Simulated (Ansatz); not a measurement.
One crystal and one scan (energy against volume) at two levels, PBE (plane waves to 420 eV, PAW, scalar-relativistic; Ansatz, a quantum-chemistry and plane-wave program) and r2SCAN (plane waves to 500 eV, PAW, scalar-relativistic; Ansatz), each from its own relaxed cell and on its own mesh.

The crystal is Li (bcc, W type); the cell is scaled evenly about its relaxed volume V₀.

Energies are smeared free energies. Li was relaxed with its symmetry unable to fall. The PAW data are Ansatz's earlier set. Both scans cover V/V₀ from 0.840 to 1.160.

| quantity | run 1 | run 2 |
|---|---|---|
| Lattice constant a (Å) | 3.476 | 3.435 |
| Pressure at the smallest volume (GPa) | 3.0 | 3.2 |
| Bulk modulus B₀ (third-order Birch-Murnaghan fit) (GPa) | 13.1 | 13.9 |

Task: Which run is which level?

Result: Run 2 is PBE, run 1 is r2SCAN. PBE gives the higher value for: bulk modulus B₀. PBE gives the lower value for: lattice constant a. For the lattice constant a the reference is 3.449 Å (measured, corrected to the static lattice; as given in Gábor I. Csonka, John P. Perdew, Adrienn Ruzsinszky et al., Physical Review B (2009), arXiv:0903.4037): PBE lies nearer. For the bulk modulus B₀ the reference is 13.8 GPa (measured, corrected to the static lattice; as given in H. Levämäki, M. P. J. Punkkinen, K. Kokko et al., Physical Review B (2014), arXiv:1402.3671): within its tolerance of 5.3 % it doesn't tell which level is nearer.  Neither level is exact: the differences show how much the result hangs on the functional.

(A scan under strain: stresses follow from slopes of the energy per volume, elastic moduli from its curvatures.)
